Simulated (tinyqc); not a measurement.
Inside a calculation (part 2 of 3). Method: RHF in the sto-3g basis, for CH3-, spin multiplicity 1. The basis has no diffuse functions, so it cannot describe the extra electron: this is an exercise in the method, not the real anion. Computed by tinyqc, a small Python program that keeps every step (integrals from PySCF). Command: `OMP_NUM_THREADS=1 python tinyqc.py 30898 30899 out.jsonl` (the two numbers bound the seeds that draw the settings). One thread of a shared host (Intel(R) Xeon(R) Processor @ 2.60GHz), about 0.06 s of CPU time with the checks.

Geometry (angstrom):
```
atom          x          y         z
C      0.000000   0.000000  0.095000
H      1.169000   0.000000  0.000000
H     -0.585000   1.013000  0.000000
H     -0.585000  -1.013000  0.000000
```

## Iteration 1: building the Fock matrix

D at the start:
```
            1C 1s      1C 2s     1C 2px     1C 2py     1C 2pz      2H 1s      3H 1s      4H 1s
1C 1s    2.041301  -0.150265   0.000088   0.000000  -0.026194  -0.146455  -0.146321  -0.146321
1C 2s   -0.150265   0.796136  -0.000367   0.000000   0.087415   0.309254   0.309074   0.309074
1C 2px   0.000088  -0.000367   1.110453   0.000000   0.000051   0.474210  -0.237241  -0.237241
1C 2py   0.000000   0.000000   0.000000   1.111053   0.000000   0.000000   0.410706  -0.410706
1C 2pz  -0.026194   0.087415   0.000051   0.000000   1.994386  -0.015641  -0.015606  -0.015606
2H 1s   -0.146455   0.309254   0.474210   0.000000  -0.015641   0.327875   0.023887   0.023887
3H 1s   -0.146321   0.309074  -0.237241   0.410706  -0.015606   0.023887   0.327533   0.023895
4H 1s   -0.146321   0.309074  -0.237241  -0.410706  -0.015606   0.023887   0.023895   0.327533
```

core Hamiltonian H = T + V (hartree):
```
             1C 1s      1C 2s     1C 2px     1C 2py     1C 2pz      2H 1s      3H 1s      4H 1s
1C 1s   -19.114582  -4.614144  -0.000017   0.000000   0.003550  -0.962536  -0.960794  -0.960794
1C 2s    -4.614144  -6.044476  -0.000131   0.000000   0.037621  -2.323214  -2.320517  -2.320517
1C 2px   -0.000017  -0.000131  -5.050783   0.000000   0.000017  -1.968374   0.983515   0.983515
1C 2py    0.000000   0.000000   0.000000  -5.050593   0.000000   0.000000  -1.703103   1.703103
1C 2pz    0.003550   0.037621   0.000017   0.000000  -4.889053   0.168063   0.167811   0.167811
2H 1s    -0.962536  -2.323214  -1.968374   0.000000   0.168063  -3.653993  -0.574172  -0.574172
3H 1s    -0.960794  -2.320517   0.983515  -1.703103   0.167811  -0.574172  -3.652286  -0.573601
4H 1s    -0.960794  -2.320517   0.983515   1.703103   0.167811  -0.574172  -0.573601  -3.652286
```

nuclear repulsion = 8.90148106 hartree

Given earlier and not repeated: Two-electron integrals (ij|kl) in chemists' order.

J_ij = sum D_kl (ij|kl), K_ij = sum D_kl (ik|jl); F = H + J - 0.5 K; E = tr D H + tr D J / 2 - 0.25 tr D K + E_nn.

Coulomb J (hartree):
```
            1C 1s      1C 2s     1C 2px     1C 2py     1C 2pz      2H 1s      3H 1s      4H 1s
1C 1s   12.923253   2.570171   0.000005   0.000000   0.000500   0.532262   0.531292   0.531292
1C 2s    2.570171   6.262218   0.000045   0.000000  -0.007032   2.379152   2.376372   2.376372
1C 2px   0.000005   0.000045   6.266432   0.000000  -0.000005   2.180956  -1.089678  -1.089678
1C 2py   0.000000   0.000000   0.000000   6.266375   0.000000   0.000000   1.886923  -1.886923
1C 2pz   0.000500  -0.007032  -0.000005   0.000000   6.236909  -0.179039  -0.178757  -0.178757
2H 1s    0.532262   2.379152   2.180956   0.000000  -0.179039   4.250304   0.567779   0.567779
3H 1s    0.531292   2.376372  -1.089678   1.886923  -0.178757   0.567779   4.248305   0.567220
4H 1s    0.531292   2.376372  -1.089678  -1.886923  -0.178757   0.567779   0.567220   4.248305
```

exchange K (hartree):
```
            1C 1s     1C 2s     1C 2px     1C 2py     1C 2pz      2H 1s      3H 1s      4H 1s
1C 1s    7.178558  1.323298   0.000002   0.000000  -0.002310   0.280666   0.280163   0.280163
1C 2s    1.323298  1.888517   0.000036   0.000000   0.012206   0.862337   0.861450   0.861450
1C 2px   0.000002  0.000036   1.538964   0.000000  -0.000002   0.763897  -0.381768  -0.381768
1C 2py   0.000000  0.000000   0.000000   1.538900   0.000000   0.000000   0.661072  -0.661072
1C 2pz  -0.002310  0.012206  -0.000002   0.000000   1.673647  -0.056940  -0.056851  -0.056851
2H 1s    0.280666  0.862337   0.763897   0.000000  -0.056940   1.056269   0.229332   0.229332
3H 1s    0.280163  0.861450  -0.381768   0.661072  -0.056851   0.229332   1.055090   0.229137
4H 1s    0.280163  0.861450  -0.381768  -0.661072  -0.056851   0.229332   0.229137   1.055090
```

Fock matrix F (hartree):
```
            1C 1s      1C 2s     1C 2px     1C 2py    1C 2pz      2H 1s      3H 1s      4H 1s
1C 1s   -9.780609  -2.705622  -0.000013   0.000000  0.005205  -0.570607  -0.569584  -0.569584
1C 2s   -2.705622  -0.726517  -0.000104   0.000000  0.024486  -0.375231  -0.374870  -0.374870
1C 2px  -0.000013  -0.000104   0.446167   0.000000  0.000013  -0.169366   0.084721   0.084721
1C 2py   0.000000   0.000000   0.000000   0.446333  0.000000   0.000000  -0.146716   0.146716
1C 2pz   0.005205   0.024486   0.000013   0.000000  0.511032   0.017494   0.017479   0.017479
2H 1s   -0.570607  -0.375231  -0.169366   0.000000  0.017494   0.068177  -0.121058  -0.121058
3H 1s   -0.569584  -0.374870   0.084721  -0.146716  0.017479  -0.121058   0.068474  -0.120950
4H 1s   -0.569584  -0.374870   0.084721   0.146716  0.017479  -0.121058  -0.120950   0.068474
```

total energy of this density = -38.34924077 hartree

## Iteration 1: diagonalisation and new density

X:
```
            1C 1s      1C 2s     1C 2px     1C 2py     1C 2pz      2H 1s      3H 1s      4H 1s
1C 1s    1.028072  -0.161333  -0.000013   0.000000   0.002491   0.024485   0.024471   0.024471
1C 2s   -0.161333   1.340991   0.000224   0.000000  -0.024674  -0.293641  -0.293159  -0.293159
1C 2px  -0.000013   0.000224   1.156144   0.000000  -0.000021  -0.303677   0.151683   0.151683
1C 2py   0.000000   0.000000   0.000000   1.155884   0.000000   0.000000  -0.262630   0.262630
1C 2pz   0.002491  -0.024674  -0.000021   0.000000   1.001922   0.022965   0.022918   0.022918
2H 1s    0.024485  -0.293641  -0.303677   0.000000   0.022965   1.210567  -0.025338  -0.025338
3H 1s    0.024471  -0.293159   0.151683  -0.262630   0.022918  -0.025338   1.210072  -0.025298
4H 1s    0.024471  -0.293159   0.151683   0.262630   0.022918  -0.025338  -0.025298   1.210072
```

Diagonalise F' = X^T F X, C = X C', fill 5 alpha and 5 beta electrons from the bottom; D = 2 C_occ C_occ^T. Each column has its largest component positive (the first on a tie).

F' = X^T F X (hartree):
```
           1          2          3          4          5          6          7          8
1  -9.536290  -1.585217  -0.000012   0.000000   0.009884  -0.061155  -0.060841  -0.060841
2  -1.585217   0.287500   0.000217   0.000000  -0.019504  -0.394967  -0.394441  -0.394441
3  -0.000012   0.000217   0.800912   0.000000  -0.000023  -0.493142   0.246450   0.246450
4   0.000000   0.000000   0.000000   0.800616   0.000000   0.000000  -0.426692   0.426692
5   0.009884  -0.019504  -0.000023   0.000000   0.514858   0.033871   0.033810   0.033810
6  -0.061155  -0.394967  -0.493142   0.000000   0.033871   0.477431  -0.064200  -0.064200
7  -0.060841  -0.394441   0.246450  -0.426692   0.033810  -0.064200   0.476949  -0.064113
8  -0.060841  -0.394441   0.246450   0.426692   0.033810  -0.064200  -0.064113   0.476949
```

orbital energies (hartree): MO1 -9.790150, MO2 -0.221217, MO3 0.053559, MO4 0.053608, MO5 0.511249, MO6 1.114953, MO7 1.288070, MO8 1.288853

coefficients C:
```
              MO1        MO2        MO3        MO4        MO5        MO6        MO7        MO8
1C 1s    0.990735  -0.193531  -0.000019   0.000000  -0.027800  -0.254913   0.000000  -0.000689
1C 2s    0.040302   0.500341  -0.000069   0.000000   0.117758   1.348019   0.000000   0.004038
1C 2px   0.000007   0.000036   0.437432   0.000000   0.000017  -0.002793   0.000000   1.132938
1C 2py   0.000000   0.000000   0.000000   0.437421   0.000000   0.000000   1.132555   0.000000
1C 2pz  -0.001350  -0.027711  -0.000013   0.000000   0.993554  -0.134619   0.000000  -0.000405
2H 1s   -0.007870   0.312597   0.593876   0.000000  -0.023635  -0.659274   0.000000  -0.872159
3H 1s   -0.007860   0.312434  -0.297148   0.514492  -0.023637  -0.662070  -0.753222   0.433235
4H 1s   -0.007860   0.312434  -0.297148  -0.514492  -0.023637  -0.662070   0.753222   0.433235
```

D after iteration 1:
```
            1C 1s      1C 2s     1C 2px     1C 2py     1C 2pz      2H 1s      3H 1s      4H 1s
1C 1s    2.039566  -0.120354  -0.000018   0.000000  -0.047192  -0.135297  -0.135181  -0.135181
1C 2s   -0.120354   0.531665  -0.000020   0.000000   0.206158   0.306528   0.306488   0.306488
1C 2px  -0.000018  -0.000020   0.382694   0.000000   0.000021   0.519583  -0.259943  -0.259943
1C 2py   0.000000   0.000000   0.000000   0.382674   0.000000   0.000000   0.450098  -0.450098
1C 2pz  -0.047192   0.206158   0.000021   0.000000   1.975837  -0.064285  -0.064256  -0.064256
2H 1s   -0.135297   0.306528   0.519583   0.000000  -0.064285   0.902053  -0.156365  -0.156365
3H 1s   -0.135181   0.306488  -0.259943   0.450098  -0.064256  -0.156365   0.902468  -0.156339
4H 1s   -0.135181   0.306488  -0.259943  -0.450098  -0.064256  -0.156365  -0.156339   0.902468
```

## Iteration 2: building the Fock matrix

As before.

Coulomb J (hartree):
```
            1C 1s      1C 2s     1C 2px     1C 2py     1C 2pz      2H 1s      3H 1s      4H 1s
1C 1s   12.237706   2.408981   0.000016   0.000000   0.003171   0.498998   0.498086   0.498086
1C 2s    2.408981   5.911721   0.000056   0.000000  -0.002866   2.287996   2.285412   2.285412
1C 2px   0.000016   0.000056   5.917876   0.000000  -0.000006   2.122683  -1.060625  -1.060625
1C 2py   0.000000   0.000000   0.000000   5.917795   0.000000   0.000000   1.836609  -1.836609
1C 2pz   0.003171  -0.002866  -0.000006   0.000000   5.882205  -0.173635  -0.173372  -0.173372
2H 1s    0.498998   2.287996   2.122683   0.000000  -0.173635   4.258611   0.548701   0.548701
3H 1s    0.498086   2.285412  -1.060625   1.836609  -0.173372   0.548701   4.257220   0.548177
4H 1s    0.498086   2.285412  -1.060625  -1.836609  -0.173372   0.548701   0.548177   4.257220
```

exchange K (hartree):
```
            1C 1s     1C 2s     1C 2px     1C 2py     1C 2pz      2H 1s      3H 1s      4H 1s
1C 1s    7.158768  1.273283   0.000002   0.000000  -0.001293   0.271072   0.270587   0.270587
1C 2s    1.273283  1.661543   0.000261   0.000000   0.047242   0.840420   0.839618   0.839618
1C 2px   0.000002  0.000261   1.166166   0.000000  -0.000031   0.776414  -0.388048  -0.388048
1C 2py   0.000000  0.000000   0.000000   1.165689   0.000000   0.000000   0.671973  -0.671973
1C 2pz  -0.001293  0.047242  -0.000031   0.000000   1.597090  -0.061075  -0.060999  -0.060999
2H 1s    0.271072  0.840420   0.776414   0.000000  -0.061075   1.341237   0.205955   0.205955
3H 1s    0.270587  0.839618  -0.388048   0.671973  -0.060999   0.205955   1.340832   0.205765
4H 1s    0.270587  0.839618  -0.388048  -0.671973  -0.060999   0.205955   0.205765   1.340832
```

Fock matrix F (hartree):
```
             1C 1s      1C 2s     1C 2px     1C 2py    1C 2pz      2H 1s      3H 1s      4H 1s
1C 1s   -10.456259  -2.841804  -0.000001   0.000000  0.007367  -0.599074  -0.598002  -0.598002
1C 2s    -2.841804  -0.963527  -0.000205   0.000000  0.011134  -0.455428  -0.454914  -0.454914
1C 2px   -0.000001  -0.000205   0.284009   0.000000  0.000026  -0.233898   0.116914   0.116914
1C 2py    0.000000   0.000000   0.000000   0.284357  0.000000   0.000000  -0.202480   0.202480
1C 2pz    0.007367   0.011134   0.000026   0.000000  0.194607   0.024965   0.024939   0.024939
2H 1s    -0.599074  -0.455428  -0.233898   0.000000  0.024965  -0.066001  -0.128448  -0.128448
3H 1s    -0.598002  -0.454914   0.116914  -0.202480  0.024939  -0.128448  -0.065482  -0.128306
4H 1s    -0.598002  -0.454914   0.116914   0.202480  0.024939  -0.128448  -0.128306  -0.065482
```

total energy of this density = -38.76496043 hartree

## Iteration 2: DIIS over 2 matrices

error matrix X^T (FDS - SDF) X:
```
           1          2          3          4          5          6          7          8
1   0.000000  -0.062182  -0.000011   0.000000   0.009284   0.042774   0.042740   0.042740
2   0.062182   0.000000   0.000015   0.000000  -0.012581  -0.079104  -0.079064  -0.079064
3   0.000011  -0.000015   0.000000   0.000000   0.000005  -0.016966   0.008476   0.008476
4   0.000000   0.000000   0.000000   0.000000   0.000000   0.000000  -0.014655   0.014655
5  -0.009284   0.012581  -0.000005   0.000000   0.000000   0.003159   0.003155   0.003155
6  -0.042774   0.079104   0.016966   0.000000  -0.003159   0.000000   0.000020   0.000020
7  -0.042740   0.079064  -0.008476   0.014655  -0.003155  -0.000020   0.000000   0.000000
8  -0.042740   0.079064  -0.008476  -0.014655  -0.003155  -0.000020   0.000000   0.000000
```

B (overlaps of the stored error matrices):
```
                1               2
1   2.2519945e+00  -7.1548983e-02
2  -7.1548983e-02   5.8489538e-02
```

Minimise |sum c_i e_i|^2 with sum c_i = 1: solve [B -1; -1 0][c; lambda] = [0; -1] with B_ij = tr e_i^T e_j, and take F = sum c_i F_i.

DIIS coefficients: 0.052999  0.947001

extrapolated F (hartree):
```
             1C 1s      1C 2s     1C 2px     1C 2py    1C 2pz      2H 1s      3H 1s      4H 1s
1C 1s   -10.420450  -2.834586  -0.000002   0.000000  0.007252  -0.597565  -0.596496  -0.596496
1C 2s    -2.834586  -0.950966  -0.000200   0.000000  0.011841  -0.451177  -0.450671  -0.450671
1C 2px   -0.000002  -0.000200   0.292604   0.000000  0.000025  -0.230478   0.115208   0.115208
1C 2py    0.000000   0.000000   0.000000   0.292942  0.000000   0.000000  -0.199525   0.199525
1C 2pz    0.007252   0.011841   0.000025   0.000000  0.211377   0.024569   0.024544   0.024544
2H 1s    -0.597565  -0.451177  -0.230478   0.000000  0.024569  -0.058889  -0.128056  -0.128056
3H 1s    -0.596496  -0.450671   0.115208  -0.199525  0.024544  -0.128056  -0.058383  -0.127916
4H 1s    -0.596496  -0.450671   0.115208   0.199525  0.024544  -0.128056  -0.127916  -0.058383
```

## Iteration 2: diagonalisation and new density

As before.

F' = X^T F X (hartree):
```
            1          2          3          4          5          6          7          8
1  -10.178122  -1.602362   0.000016   0.000000   0.013435  -0.068695  -0.068363  -0.068363
2   -1.602362   0.059002   0.000102   0.000000  -0.034370  -0.399123  -0.398618  -0.398618
3    0.000016   0.000102   0.643359   0.000000  -0.000009  -0.489916   0.244840   0.244840
4    0.000000   0.000000   0.000000   0.643262   0.000000   0.000000  -0.423923   0.423923
5    0.013435  -0.034370  -0.000009   0.000000   0.215561   0.037318   0.037261   0.037261
6   -0.068695  -0.399123  -0.489916   0.000000   0.037318   0.356312  -0.049514  -0.049514
7   -0.068363  -0.398618   0.244840  -0.423923   0.037261  -0.049514   0.356039  -0.049430
8   -0.068363  -0.398618   0.244840   0.423923   0.037261  -0.049514  -0.049430   0.356039
```

orbital energies (hartree): MO1 -10.427692, MO2 -0.382950, MO3 -0.087014, MO4 -0.086829, MO5 0.209563, MO6 0.954677, MO7 1.135559, MO8 1.136137

coefficients C:
```
              MO1        MO2        MO3        MO4        MO5        MO6        MO7        MO8
1C 1s    0.992146  -0.203873   0.000057   0.000000  -0.026988  -0.241075   0.000000  -0.000461
1C 2s    0.034330   0.571821  -0.000291   0.000000   0.121954   1.319077   0.000000   0.002923
1C 2px   0.000005   0.000202   0.446529   0.000000   0.000023  -0.001888   0.000000   1.129386
1C 2py   0.000000   0.000000   0.000000   0.446499   0.000000   0.000000   1.129007   0.000000
1C 2pz  -0.001354  -0.024277  -0.000023   0.000000   0.992807  -0.140658   0.000000  -0.000306
2H 1s   -0.006588   0.277306   0.586778   0.000000  -0.031778  -0.675250   0.000000  -0.876417
3H 1s   -0.006581   0.276881  -0.293720   0.508428  -0.031797  -0.677043  -0.757328   0.436102
4H 1s   -0.006581   0.276881  -0.293720  -0.508428  -0.031797  -0.677043   0.757328   0.436102
```

D after iteration 2:
```
            1C 1s      1C 2s     1C 2px     1C 2py     1C 2pz      2H 1s      3H 1s      4H 1s
1C 1s    2.053294  -0.171618  -0.000023   0.000000  -0.046377  -0.124361  -0.124272  -0.124272
1C 2s   -0.171618   0.686061  -0.000022   0.000000   0.214296   0.308594   0.308617   0.308617
1C 2px  -0.000023  -0.000022   0.398777   0.000000   0.000016   0.524137  -0.262198  -0.262198
1C 2py   0.000000   0.000000   0.000000   0.398723   0.000000   0.000000   0.454025  -0.454025
1C 2pz  -0.046377   0.214296   0.000016   0.000000   1.972512  -0.076572  -0.076548  -0.076548
2H 1s   -0.124361   0.308594   0.524137   0.000000  -0.076572   0.844520  -0.189027  -0.189027
3H 1s   -0.124272   0.308617  -0.262198   0.454025  -0.076548  -0.189027   0.844975  -0.189020
4H 1s   -0.124272   0.308617  -0.262198  -0.454025  -0.076548  -0.189027  -0.189020   0.844975
```

## Iteration 7 (converged): orbitals

converged F (hartree):
```
             1C 1s      1C 2s     1C 2px     1C 2py    1C 2pz      2H 1s      3H 1s      4H 1s
1C 1s   -10.388775  -2.823365  -0.000003   0.000000  0.007891  -0.595589  -0.594523  -0.594523
1C 2s    -2.823365  -0.961203  -0.000205   0.000000  0.012866  -0.450896  -0.450387  -0.450387
1C 2px   -0.000003  -0.000205   0.309828   0.000000  0.000031  -0.226913   0.113424   0.113424
1C 2py    0.000000   0.000000   0.000000   0.310189  0.000000   0.000000  -0.196434   0.196434
1C 2pz    0.007891   0.012866   0.000031   0.000000  0.223147   0.027173   0.027148   0.027148
2H 1s    -0.595589  -0.450896  -0.226913   0.000000  0.027173  -0.053819  -0.123318  -0.123318
3H 1s    -0.594523  -0.450387   0.113424  -0.196434  0.027148  -0.123318  -0.053305  -0.123176
4H 1s    -0.594523  -0.450387   0.113424   0.196434  0.027148  -0.123318  -0.123176  -0.053305
```

As before.

F' = X^T F X (hartree):
```
            1          2          3          4          5          6          7          8
1  -10.148311  -1.591714   0.000017   0.000000   0.014060  -0.069076  -0.068744  -0.068744
2   -1.591714   0.040267   0.000095   0.000000  -0.035567  -0.399263  -0.398765  -0.398765
3    0.000017   0.000095   0.662674   0.000000  -0.000004  -0.490502   0.245131   0.245131
4    0.000000   0.000000   0.000000   0.662599   0.000000   0.000000  -0.424428   0.424428
5    0.014060  -0.035567  -0.000004   0.000000   0.227702   0.040626   0.040571   0.040571
6   -0.069076  -0.399263  -0.490502   0.000000   0.040626   0.361114  -0.043591  -0.043591
7   -0.068744  -0.398765   0.245131  -0.424428   0.040571  -0.043591   0.360846  -0.043505
8   -0.068744  -0.398765   0.245131   0.424428   0.040571  -0.043591  -0.043505   0.360846
```

orbital energies (hartree): MO1 -10.395839, MO2 -0.385030, MO3 -0.080682, MO4 -0.080489, MO5 0.220666, MO6 0.953671, MO7 1.147439, MO8 1.148001

coefficients C:
```
              MO1        MO2        MO3        MO4        MO5        MO6        MO7        MO8
1C 1s    0.992230  -0.207062   0.000060   0.000000  -0.029431  -0.237701   0.000000  -0.000414
1C 2s    0.033939   0.590051  -0.000309   0.000000   0.135086   1.309747   0.000000   0.002681
1C 2px   0.000005   0.000204   0.437430   0.000000   0.000017  -0.001699   0.000000   1.132941
1C 2py   0.000000   0.000000   0.000000   0.437388   0.000000   0.000000   1.132568   0.000000
1C 2pz  -0.001400  -0.027645  -0.000024   0.000000   0.991408  -0.149614   0.000000  -0.000288
2H 1s   -0.006460   0.267857   0.593804   0.000000  -0.037777  -0.678894   0.000000  -0.871558
3H 1s   -0.006452   0.267435  -0.297223   0.514513  -0.037803  -0.680451  -0.753207   0.433836
4H 1s   -0.006452   0.267435  -0.297223  -0.514513  -0.037803  -0.680451   0.753207   0.433836
```

D after iteration 7:
```
            1C 1s      1C 2s     1C 2px     1C 2py     1C 2pz      2H 1s      3H 1s      4H 1s
1C 1s    2.056524  -0.184956  -0.000023   0.000000  -0.049686  -0.121451  -0.121366  -0.121366
1C 2s   -0.184956   0.735122  -0.000025   0.000000   0.235131   0.305087   0.305133   0.305133
1C 2px  -0.000023  -0.000025   0.382689   0.000000   0.000001   0.519603  -0.259921  -0.259921
1C 2py   0.000000   0.000000   0.000000   0.382617   0.000000   0.000000   0.450084  -0.450084
1C 2pz  -0.049686   0.235131   0.000001   0.000000   1.967313  -0.089724  -0.089712  -0.089712
2H 1s   -0.121451   0.305087   0.519603   0.000000  -0.089724   0.851638  -0.206776  -0.206776
3H 1s   -0.121366   0.305133  -0.259921   0.450084  -0.089712  -0.206776   0.852115  -0.206780
4H 1s   -0.121366   0.305133  -0.259921  -0.450084  -0.089712  -0.206776  -0.206780   0.852115
```
